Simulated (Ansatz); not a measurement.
Predict the output of the script below (Ansatz 0.2.0 through its Python package).

The script reads `al2h4s.xyz`:
```text
7

Al   -1.37150    0.26180   -0.73820
S    -0.89400   -1.00500    1.02180
Al    1.26640   -0.43670    0.85190
H    -1.29770   -0.28490   -2.23160
H    -1.79780    1.83380   -0.54020
H     1.85050    0.85660    1.64530
H     2.30550   -1.29360   -0.05490
```

Script `cas_al2h4s.py`:
```python
"""Active-space calculation on Al2H4S."""

import ansatz as az

BASIS_SET = "def2-SVP"

system = az.Crystal.molecule_from_extxyz("al2h4s.xyz")

job = system.calculation()
job = job.basis(gaussian=BASIS_SET)
job = job.correlation(active_electrons=4, active_orbitals=4)
for method in [None, "sc_nevpt2"]:
    data = (job if method is None else job.correlation(method)).run(threads=1, backend="cpu").report
    space = data["configurations"]
    state = space["states"][0]
    print(method or "casscf", f"total {data['free_energy_ev'] / 27.211386246:.6f} Ha, active-space state {state['energy']['hartree']:.6f} Ha, mean field {data['reference_energy_ev'] / 27.211386246:.6f} Ha")
    print("  determinants", state["n_determinants"], " natural occupations", [round(n, 3) for n in space["natural_occupations"]])
print("effectively unpaired electrons, sum of min(n, 2 - n):", round(sum(min(n, 2 - n) for n in space["natural_occupations"]), 3))
```

```console
$ python cas_al2h4s.py
casscf total -883.491703 Ha, active-space state -883.491703 Ha, mean field -883.462335 Ha
  determinants 36  natural occupations [1.984, 1.971, 0.023, 0.022]
sc_nevpt2 total -883.718964 Ha, active-space state -883.491662 Ha, mean field -883.462335 Ha
  determinants 36  natural occupations [1.984, 1.971, 0.023, 0.022]
effectively unpaired electrons, sum of min(n, 2 - n): 0.09
```

Caveats:
- Total energies depend on the basis set; only differences at equal settings carry meaning.
- The geometry is a force-field or estimated start, not a minimum of this method, and the basis set is short of its limit. The active space starts as a window about the frontier orbitals and is then optimised, not chosen by chemistry.
- The whole script took 17 s on 1 thread of Arm Neoverse N1, on a shared host, peak memory 0.21 GiB.
